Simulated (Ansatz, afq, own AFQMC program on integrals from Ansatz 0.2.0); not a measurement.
Two steps: Ansatz 0.2.0 writes the Fock matrix and Cholesky factors of the valence space, and afq projects on them the lowest state that overlaps trial and start.

```yaml
crystal:
  periodic: [false, false, false]
  atoms:
    - {symbol: Al, position_ang: [0.000000, 0.000000, 0.000000]}
    - {symbol: P, position_ang: [0.000000, 0.000000, 4.813000]}
basis:
  gaussian: {orbitals: 6-31G}
magnetization: {spin_polarized: true, initial_magnetization: 2}
correlation: {method: ccsd_t, electrons: outside_noble_gas, hamiltonian_folder: ham}
```

```sh
$ ansatz run in.yaml --threads 1 --pin off --events-out ev --progress --plain --max-ram 16896MiB --backend cuda --devices 0, --max-vram 18GiB
```

Options of the walk:

```
--method phaseless --trial mp1 --walkers 10 --populations 1 --least-time 40 --time-step 0.04 --steps-per-block 10 --equilibration-blocks 25 --max-blocks 150 --target-error 0.00136 --factor-cut 0.0001 --start spin_pure --seed 8864 --taylor-order 8
```

Times are imaginary, in 1/Eh. The walk had a cap of 60 s.

Output of the walk:

```
orbitals 16  electrons 5 3  factors 65 of 278
reference energy -582.54358712 Eh
CCSD correlation -0.04617503 Eh in 21 cycles, weight of the determinant in the CISD state 0.9218
energy of the start -582.577392 Eh
 block  time / (1/Eh)  mean weight  energy / Eh
     1     0.400  0.9906  -582.581205
     2     0.800  1.0066  -582.584087
     3     1.200  1.0058  -582.585548
     4     1.600  0.9900  -582.586605
     5     2.000  1.0068  -582.591148
     7     2.800  0.9935  -582.585470
     9     3.600  0.9893  -582.584334
    13     5.200  1.0001  -582.592371
    19     7.600  0.9984  -582.597352
    25    10.000  0.9953  -582.586809
    31    12.400  0.9949  -582.585772
    37    14.800  0.9930  -582.597663
    43    17.200  0.9982  -582.592866
    49    19.600  1.0080  -582.593014
    55    22.000  1.0013  -582.587224
    61    24.400  0.9947  -582.589267
    67    26.800  1.0060  -582.596934
    73    29.200  0.9973  -582.592058
    79    31.600  0.9914  -582.587971
    85    34.000  1.0048  -582.589348
    88    35.200  0.9732  -582.631598
    91    36.400  1.0027  -582.589310
    97    38.800  0.9976  -582.593402
   103    41.200  0.9845  -582.590188
   109    43.600  0.9870  -582.595200
   115    46.000  1.0005  -582.599513
   121    48.400  0.9979  -582.596528
   124    49.600  1.0075  -582.600067
blocks merged  error / Eh  count
     1  0.000641  100
     2  0.000724  50
     4  0.000847  25
     8  0.001056  12
energy -582.592982 +/- 0.000847 Eh
(rows thinned)
```

The run passed its tests (sampling time, drift between the halves within three errors, error under three times the target), which doesn't prove that it has relaxed. The second half of the sampling lies below the first by 2.3 errors of their difference, so the energy may still be moving and its error bar be too small.

Against this walk (error 23.0 meV) on the same determinant: CCSD(T) 78.2 meV higher, CCSDT(Q) 60.4 meV higher, CCSDTQ 60.0 meV higher, full CI 60.0 meV higher, a separate phaseless walk with a CISD trial and standard settings 60.4 ± 23.1 meV higher. The error is statistical and leaves out the bias of the constraint. The determinant has ⟨S²⟩ = 2.98, so the low cluster orders mix in higher spin, while the walk starts as a pure triplet. The determinant is a poor start (see the cautions), so the low cluster orders aren't to be relied on, and full CI is the sure value.

Cautions: constraint bias not in the error; lower spins were not checked; unrestricted determinant spin contaminated (⟨S²⟩ 2.98 against 2.00); the next higher spin lies close (full CI puts it 51 meV above); so few walkers bias the energy; the time-step error isn't removed.

The walk took 9.9 s on 1 × NVIDIA H100 80GB HBM3 with 2 threads of AMD EPYC 7R13 Processor (Zen 3) (shared host) (the card was shared). The log's last line is the phaseless energy.

CCSDT and higher add their correlation energy to the determinant of the CCSD(T) run, since their own runs factorise the integrals more tightly (a shift of under 2 meV). A walk keeps the symmetry of its determinant, which the program's search chose and which needn't be the lowest solution, so a lower state of the same spin and another symmetry isn't excluded.
